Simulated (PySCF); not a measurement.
## AlF⁺: from constants to spectrum

PBE0 constants of AlF⁺, ²Σ⁺ (doublet), unpaired electrons σ ↑ (basis Al def2-TZVP, F def2-TZVP; no relativity; PySCF 2.14; masses 26.9815 and 18.9984 u):

* ωe: 939.5 cm⁻¹
* ωexe: 5.23 cm⁻¹
* Be: 0.58968 cm⁻¹
* αe: 0.00467 cm⁻¹
* D (centrifugal): 9.29e-07 cm⁻¹
* De to Al⁺ + F: 3.29 eV

Q: Give the vibrational terms G(v) and spacings up to v = 6.

A: G(v) = ωe(v+½) − ωexe(v+½)².

```tsv
v	G(v) (cm⁻¹)	G(v) − G(v−1)	Bv (cm⁻¹)
0	468		0.5873
1	1397	929	0.5827
2	2316	919	0.5780
3	3224	908	0.5733
4	4122	898	0.5687
5	5009	887	0.5640
6	5886	877	0.5593
```

Q: How well does the Morse estimate ωe²/(4ωexe) reproduce De, and what is D0?

A: It gives 5.23 eV, 159 % of the computed De. D0 = De − G(0) = 3.29 − 0.06 = 3.23 eV.

For an ion De counts to the pair picked by the measured ionisation energies or electron affinities, which need not be the lowest pair at this level. The state was picked by a PBE0 search and need not be the measured ground state.
